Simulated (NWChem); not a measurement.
## Correlation energy of carbon tetrachloride (CCl4)

```
C
Cl 1 1.7875
Cl 1 1.7875 2 109.47
Cl 1 1.7875 2 109.47 3 120.00
Cl 1 1.7875 2 109.47 4 120.00
```
Charge 0, spin multiplicity 1.

Everything below was run with NWChem. All single points use one geometry, from B3LYP/def2-SVP, a minimum by its harmonic frequencies.

Basis set: STO-3G. Each correlation energy counts from its own Hartree-Fock reference.

The correlated methods keep 21 core orbitals frozen. Coupled-cluster values serve here as a point of comparison, not as the truth.

Problem. One of these methods gave a correlation energy of -102.0 mHa. Which?
A) CCSD
B) SCS-MP2
C) CR-CCSD(T)
D) MP2

Solution. D, MP2. The others give -120.0 (CCSD), -106.8 (SCS-MP2), -122.1 (CR-CCSD(T)).
